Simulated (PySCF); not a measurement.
# Nuclear quadrupole coupling in cyclopentadienone

Compound: cyclopentadienone, C5H4O.
Numbering: `[O:1]=[C:2]1[CH:3]=[CH:4][CH:5]=[CH:6]1` (hydrogens: H7 on C3; H8 on C4; H9 on C5; H10 on C6)

Geometry (PBE0-D3(BJ)/def2-TZVP, Å), atoms numbered from 1 in this order:
```xyz
10
C5H4O angstrom
O      2.3306    0.3221   -0.5760
C      1.1737    0.1598   -0.2900
C      0.1651    1.2245    0.0345
C     -0.9883    0.6109    0.2920
C     -0.8175   -0.8674    0.1524
C      0.4400   -1.1468   -0.1863
H      0.3912    2.2799    0.0433
H     -1.9260    1.0784    0.5620
H     -1.6190   -1.5763    0.3117
H      0.8998   -2.1069   -0.3643
```

Field gradients from the PBE0/pcSseg-2 density (PySCF, non-relativistic), principal values in atomic units, ordered |Vxx| ≤ |Vyy| ≤ |Vzz|:

```
atom     Vxx     Vyy      Vzz
  O1  0.3736  1.6907  -2.0643
```

Find the asymmetry η = (Vxx − Vyy)/Vzz and the couplings χ = eQV/h (234.96 MHz × Q in barn × V in au), with Q(17O) = −0.0256 b.

```csv
atom,environment,nucleus,η,χzz (MHz),χxx (MHz),χyy (MHz)
O1,ketone oxygen,17O,0.64,12.42,-2.25,-10.17
```

What is Vzz at O1 in SI units (1 au = 9.71736 × 10²¹ V/m²)?

-2.0643 au = -20.060 × 10²¹ V/m².

And the gradient at the other heavy atoms, for which no coupling is worked out here?

| atom | environment | Vzz (au) | η |
| --- | --- | --- | --- |
| C2 | ketone carbonyl carbon | 0.534 | 0.11 |
| C3 | alkene CH carbon | 0.280 | 0.69 |
| C4 | alkene CH carbon | 0.385 | 0.56 |
| C5 | alkene CH carbon | 0.385 | 0.55 |
| C6 | alkene CH carbon | 0.280 | 0.69 |

Were the hydrogens deuterons (Q(2H) = 0.00286 b), χzz would run from 200 kHz (H8 and H9) to 204 kHz (H10 and H7).

Isolated species at its PBE0-D3(BJ)/def2-TZVP geometry, gas phase.

These values come from a run that also computed NMR shieldings. The run took 22 s of wall time on an Intel Xeon 6975P-C with one thread, on a shared host, and the process peaked at 1.6 GiB of memory.
